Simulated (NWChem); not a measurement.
## Ionisation of O2 (-1)

```
O
O 1 1.3211
```
Charge -1, spin multiplicity 2.

The numbers come from NWChem runs, not from measurements. The geometry was optimised at UPBE0/def2-SVP, a minimum by its harmonic frequencies.

Basis set: def2-TZVPD. −ε marks an orbital energy of the parent.

B3LYP has NWChem's definition, with VWN1-RPA local correlation. The structure started from a generated list of species. The unpaired electrons of the parent sit in orbitals of symmetry b3g (D2h labels of the run); other states weren't searched. The anion's geometry comes from a basis without diffuse functions. The stability of the SCF solutions was not checked. Open-shell Hartree-Fock references start from PBE0 orbitals.

Task: For the first vertical ionisation energy, −ε(beta HOMO) of PBE gives -3.55 eV and −ε(beta HOMO) of B3LYP gives -2.21 eV. What do −ε(beta HOMO) of BP86, −ε(beta HOMO) of M06-2X, −ε(beta HOMO) of HF give?

Result: −ε(beta HOMO) of BP86: -3.42 eV; −ε(beta HOMO) of M06-2X: -0.44 eV; −ε(beta HOMO) of HF: 2.16 eV.
